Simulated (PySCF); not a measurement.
Energy landscape of H2S, singlet: symmetric bend, bond length relaxed. Scanned: H-S-H angle. Other coordinates (S-H bond length) were minimised at PBE0/def2-TZVP.

The free coordinates were minimised at PBE0/def2-TZVP in PySCF; the energy column is CCSD(T) on RHF/cc-pVTZ, 5 core orbitals frozen (PySCF), in kJ/mol.

```csv
a / °,S-H bond length / Å,E
180,1.317,292.2
170,1.321,277.6
160,1.330,239.2
150,1.337,188.9
140,1.340,136.7
130,1.340,89.1
120,1.340,49.6
110,1.339,20.5
100,1.339,3.7
90,1.342,0.0
80,1.347,10.2
70,1.354,34.5
60,1.364,72.3
```
